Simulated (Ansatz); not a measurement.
```xyz
4

N     0.5500    0.0000    2.8000
N    -0.5500    0.0000    2.8000
F     0.7100    0.0000    0.0000
F    -0.7100    0.0000    0.0000
```

RHF on singlet N2F2 was run in several spherical basis sets with Ansatz (development build ahead of 0.2.0).

Q: Rank the basis sets by the total energy that they give, lowest first, with the distance from the lowest.
A. cc-pVDZ
B. def2-SVP
C. 6-31G

A: A (0.00 eV), C (3.41 eV), B (7.65 eV).

Totals follow the description of the cores as much as that of the bonds, so this order isn't one of quality for chemistry.
